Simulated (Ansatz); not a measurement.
# Ba (P6/mmm)

All numbers below come from Ansatz, DFT PBEsol, scalar-relativistic, plane waves, PAW.

Cutoff 420 eV; k points 12×12×12 on the computed 1-atom cell (Γ-centred); Gaussian smearing, width 0.10 eV; no spin polarisation.

The structure is relaxed at this level of theory with its symmetry kept. This form isn't the element's structure at ambient conditions.

Space group P6/mmm (No. 191). a = 4.135 Å, b = 4.135 Å, c = 3.817 Å, α = 90.00°, β = 90.00°, γ = 120.00°
```
atom site symmetry x y z
  Ba    1a     6/mmm  0.0000  0.0000  0.0000
```

| Quantity | Value |
| --- | --- |
| Space group | P6/mmm (No. 191) |
| Volume per atom | 56.54 Å³ |
| Formation energy from the elements' standard states (uncorrected) | +0.169 eV/atom |
| Kohn–Sham band gap | none (metal) |
| Density of states at the Fermi level | 0.83 states/eV per cell |
| Bulk modulus | 8.4 GPa |
| Its pressure derivative | 3.0 |
| Bader charges (e) | Ba (1 in the cell) 0.00 |

Spin-orbit coupling is left out, which matters for the bands of heavy elements.

Cost: 6 runs of about 2.9 core-minutes in all, on Arm Neoverse V1 (shared hosts).